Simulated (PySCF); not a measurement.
A PySCF script (with the pyscf-properties extension) for the NMR shieldings of SMILES C([C+](C#C)C)Cl, [C₅H₆Cl]+, on a GFN2-xTB geometry:

```python
import basis_set_exchange as bse
import numpy as np
from pyscf import gto, dft
from pyscf.prop import nmr

atoms = """
C     2.315024   -0.826137    0.834524
C     1.196670   -0.448305    0.583721
C    -0.093029    0.007691    0.300282
C    -0.259594    1.365257   -0.227241
C    -1.249687   -0.814984    0.692086
Cl   -1.056473   -1.440310   -1.001821
H     3.293133   -1.145958    1.066799
H     0.483619    1.607484   -0.986481
H    -1.264463    1.550913   -0.598518
H    -0.078737    2.055476    0.606011
H    -1.083408   -1.606296    1.418829
H    -2.201856   -0.305514    0.815221
"""
names = dict.fromkeys(["C", "Cl", "H"], "pcSseg-1")
basis = {el: gto.basis.parse(bse.get_basis(n, elements=[el], fmt="nwchem")) for el, n in names.items()}
mol = gto.M(atom=atoms, basis=basis, charge=1, verbose=0)
mf = dft.RKS(mol, xc="PBE0")
mf.grids.level = 2
mf.grids.alignment = dft.numint.BLKSIZE   # the property module wants whole blocks of grid points
mf.conv_tol = 1e-9
mf.kernel()

calc = nmr.RKS(mf)   # GIAO
C = mf.mo_coeff
Co = C[:, mf.mo_occ > 0]
resp = mf.gen_response(singlet=True, hermi=2)
def vind(x):   # induced exchange potential for any number of trial vectors
    d = np.einsum("pi,xij,qj->xpq", C, 2 * x.reshape(-1, C.shape[1], Co.shape[1]), Co, optimize=True)
    return np.einsum("xpq,pi,qj->xij", resp(d - d.transpose(0, 2, 1)), C, Co, optimize=True).ravel()
mo1, _ = nmr.rhf.solve_mo1(calc, with_cphf=vind)
sigma = calc.kernel(mo1)
for i, s in enumerate(sigma):   # ppm
    w = np.linalg.eigvalsh((s + s.T) / 2)
    print("%2d %-2s iso %8.1f  s11 %8.1f  s22 %8.1f  s33 %8.1f" % (i, mol.atom_pure_symbol(i), w.mean(), *w))
```

Q: Give the expected output.

A: 
```
 0 C  iso     26.5  s11    -19.0  s22     25.3  s33     73.2
 1 C  iso     97.9  s11      6.4  s22      8.5  s33    279.0
 2 C  iso      3.5  s11   -121.4  s22    -23.1  s33    155.1
 3 C  iso    148.2  s11    116.7  s22    150.6  s33    177.2
 4 C  iso    120.7  s11     97.6  s22    114.7  s33    150.0
 5 Cl iso    690.7  s11    271.9  s22    845.0  s33    955.1
 6 H  iso     24.5  s11     22.7  s22     23.3  s33     27.5
 7 H  iso     27.7  s11     24.4  s22     26.1  s33     32.6
 8 H  iso     28.6  s11     24.3  s22     27.8  s33     33.8
 9 H  iso     28.3  s11     24.8  s22     25.2  s33     35.0
10 H  iso     26.4  s11     23.2  s22     23.4  s33     32.4
11 H  iso     26.4  s11     23.2  s22     23.7  s33     32.3
```

These numbers come from an equivalent density-fitted implementation of the same equations, which agrees with the script to about 0.01 ppm for H and up to a few tenths of a ppm for heavy atoms, so last digits may differ.

Size and cost of the density-fitted run: 139 basis functions, 17 s wall time on 1 thread of an Intel Xeon Platinum 8375C, shared host; peak memory 0.8 GiB.
